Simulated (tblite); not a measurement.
# H8N2S: the cost of one run

Computed with tblite 0.8.0 and PySCF 2.14.0; each step states its level. No surroundings beyond the atoms listed, unless a continuum is named. Atoms count from 0, parts from 1.

## Step 1: The system as given

11 atoms, charge 0, multiplicity 1; geometry: rigid parts in contact. Parts: 1 = atoms 0–3, `N`, charge 0; 2 = atoms 4–7, `N`, charge 0; 3 = atoms 8–10, `S`, charge 0.

## Step 2: Bringing the parts together with GFN2-xTB

Job settings and geometry (Å):

```
{"job": {"kind": "dock", "xc": "GFN2-xTB", "basis": "xTB"}, "charge": 0, "multiplicity": 1, "parts": [{"atoms": "0-3", "charge": 0, "multiplicity": 1}, {"atoms": "4-7", "charge": 0, "multiplicity": 1}, {"atoms": "8-10", "charge": 0, "multiplicity": 1}]}
N      0.070523     0.344562     0.055752
H      0.721599     0.111901    -0.683125
H     -0.534216    -0.456496     0.197318
H     -0.506203     1.096149    -0.301341
N      1.387027     0.561640     3.004020
H      0.579435     0.836221     3.552037
H      2.134977     1.195380     3.259959
H      1.159181     0.748194     2.030274
S      1.618728    -2.991452     1.147761
H      2.712359    -2.402712     0.692188
H      1.301074    -1.930324     1.872308
```

Method: GFN2-xTB search for minima from random contacts, gas phase.

Started as:

```bash
OMP_NUM_THREADS=1 python cluster_run.py task.json out
```

The driver reads the jobs from task.json and runs them one after another.

Q: Estimate the wall time of this first job on 1 thread of AMD EPYC 7R43, shared host.

About 6 s.
